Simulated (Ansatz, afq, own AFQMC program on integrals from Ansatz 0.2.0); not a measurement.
**Where AFQMC and coupled cluster stand for BSiH2, doublet**

```xyz
4

Si    0.0000    0.0000    0.8122
B     0.0000    0.0000   -1.6521
H     0.0000   -1.3130   -2.4556
H     0.0000    1.3130   -2.4556
```

Connectivity, by distances: Si ··· B ··· H2.

Basis cc-pVDZ. Only valence electrons are correlated. Integrals, coupled cluster, full CI and functionals: Ansatz 0.2.0; the random walks run on the same integrals in our own AFQMC program. The CISD trial takes its coefficients from CCSD amplitudes. Released means that phaseless walkers are propagated on without the constraint, phases kept. Uncertainties: one standard error, sampling alone.

Determinant: ROHF, the one that the program's search chose, which needn't be the lowest solution. The geometry is a point of a scan.

No full CI on the walks' own integrals is used here; CCSDT(Q) serves as the reference and is uncertain by about the last step of the cluster series.

- T1 diagnostic: 0.0281
- weight of the determinant in the CISD state: 0.848
- size of the correlated space: 9 electrons in 36 orbitals

Reference: CCSDT(Q), correlation energy -5.495 eV. The released energy is read at 2.40 1/Eh (meV from the phaseless value at times in 1/Eh: -4 ± 22 at 0.24, -4 ± 18 at 0.51, -23 ± 15 at 0.99, -11 ± 16 at 1.62, -1 ± 22 at 2.40).

| level | E − E(reference) (kcal/mol) | share of correlation (%) |
| --- | --- | --- |
| HF | 126.71 | 0.00 |
| MP2 | 32.42 | 74.42 |
| CCSD | 5.57 | 95.61 |
| CCSD(T) | 1.34 | 98.94 |
| CCSDT | 0.21 | 99.84 |
| ph-AFQMC/CISD | 0.28 ± 0.41 | 99.78 |
| released AFQMC | 0.25 ± 0.50 | 99.80 |

A walk keeps the symmetry of its determinant, which the program's search chose and which needn't be the lowest solution, so a lower state of the same spin and another symmetry isn't excluded. Released energies are given only where the last usable release times agree within the noise; a slower fall can still hide under it.
